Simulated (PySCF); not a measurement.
**Which functional comes closest?**

Molecule: Acetyl Chloride (SMILES CC(=O)Cl).

Bonds (- single, = double, # triple, : aromatic): C1-C2 1.494 Å, C2=O3 1.181 Å, C2-Cl4 1.797 Å. C1 carries H5, H6, H7.

Geometry PBE0-D3(BJ)/def2-SVP throughout; GIAO in PySCF 2.14.0 with density-fitted response routines, gas phase, one conformer, non-relativistic; equivalent atoms averaged; basis pcSseg-2.

Reference values (measured; solution, not stated per compound (mostly CDCl3 or CCl4); Pretsch, Buehlmann, Badertscher, Structure Determination of Organic Compounds, 4th ed. (2009)): δ(C1) = 33.6 ppm, δ(H5/H6/H7) = 2.66 ppm. Computed shifts are taken against TMS, calculated as an isolated molecule at each level.

How do the functionals HF, LDA, PBE, BLYP, BP86, OPBE, KT2, KT3, B97-D, B3LYP, PBE0, mPW1PW91 perform against the reference? Times are CPU seconds on 1 thread of an Intel Xeon Platinum 8488C, shared host; the GGAs took longer than the global hybrids here, which isn't the general rule, and the cause wasn't traced.

## Answers


```
functional           kind    C1  H5/H6/H7  abs. error C  abs. error H  core-s
        HF   Hartree–Fock  32.7      2.43           0.9          0.23     6.3
       LDA            LDA  35.7      2.52           2.1          0.14      14
       PBE            GGA  35.0      2.50           1.4          0.16      19
      BLYP            GGA  35.0      2.52           1.4          0.14      17
      BP86            GGA  35.2      2.50           1.6          0.16      17
      OPBE            GGA  34.1      2.50           0.5          0.16      18
       KT2            GGA  34.3      2.49           0.7          0.17      18
       KT3            GGA  33.7      2.49           0.1          0.17      21
     B97-D            GGA  34.4      2.51           0.8          0.15      21
     B3LYP  global hybrid  34.9      2.49           1.3          0.17      14
      PBE0  global hybrid  34.9      2.47           1.3          0.19      14
  mPW1PW91  global hybrid  35.0      2.47           1.4          0.19      14
```

For $^{13}$C the closest is KT3 (0.1 ppm) and the furthest LDA (2.1 ppm).

For $^{1}$H the closest is LDA (0.14 ppm, with BLYP, B97-D, PBE, BP86, OPBE, KT2, KT3, B3LYP practically level) and the furthest HF (0.23 ppm). One molecule is a small sample, and vibrational and solvent effects are absent from the calculation.
